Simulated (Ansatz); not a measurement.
This geometry of C₂H₃NO₂ (8 atoms, charge 0, multiplicity 1) is a first-order saddle point.

The calculation used RKS PBE/def2-SVP (Ansatz 0.2.0).

```xyz
8
Properties=species:S:1:pos:R:3
N -0.929 -0.766 0.552
C 0.097 -0.324 -0.137
O 0.645 -1.306 -0.773
C 0.609 1.096 -0.221
O 0.067 2.015 0.358
H -1.536 -0.171 1.127
H -0.387 -1.821 -0.098
H 1.526 1.219 -0.864
```

Which two structures does it join? (They come from a converged band through this point; their orientation in space is the band's.)

Bonds broken: N1–H7. Bonds formed: O3–H7.

Image 0:

```xyz
8
Properties=species:S:1:pos:R:3
N -0.791 -0.811 0.433
C 0.289 -0.449 -0.308
O 0.993 -1.181 -0.996
C 0.586 1.059 -0.214
O -0.078 1.837 0.443
H -1.292 -0.090 0.956
H -1.100 -1.782 0.454
H 1.486 1.359 -0.824
```

Image 6:

```xyz
8
Properties=species:S:1:pos:R:3
N -1.118 -0.587 0.722
C -0.091 -0.355 -0.003
O 0.557 -1.316 -0.694
C 0.544 1.011 -0.193
O 0.097 2.000 0.350
H -1.424 0.310 1.141
H 0.079 -2.153 -0.511
H 1.447 1.033 -0.868
```

How far does it lie above each of them?

44.2 kcal/mol above the first and 28.9 kcal/mol above the second. This is the barrier of this one path; another mechanism may lie lower. The orbitals stay closed-shell, which can raise the energy where a bond breaks towards radicals; this wasn't checked here.

The run took 49 s on 2 threads of Arm Neoverse V2, on a shared host, peak memory 0.15 GiB.
